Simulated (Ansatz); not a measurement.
Voigt–Reuss–Hill shear modulus (GPa) along a series of related solids, from LDA (Ansatz, a program for electronic structure, plane waves, PAW); PBEsol in Ansatz (plane waves, PAW).

```csv
solid,LDA,PBEsol
double-hcp La,20.9,19.8
hcp Hf,53.2,57.1
hcp Re,195,189
hcp Os,290,284
fcc Ir,251,244
fcc Pt,69.1,65.7
fcc Au,28.1,27.4
```

Members of the series are missing where a level wasn't run or failed, where a doubt is noted on the run or the magnetic state, for phases of high temperature or layered ones, and where values are held back for tests.

Ansatz's runs of these crystals have no spin polarisation.

Spin–orbit coupling is left out, also for the solids with elements from indium on (double-hcp La, hcp Hf, hcp Re, hcp Os, fcc Ir, fcc Pt, fcc Au); its size isn't shown.

Each level is taken at its own relaxed cell. Ansatz's density-functional and Hartree–Fock values are scalar-relativistic unless marked +SOC, with PAW data made under PBE.
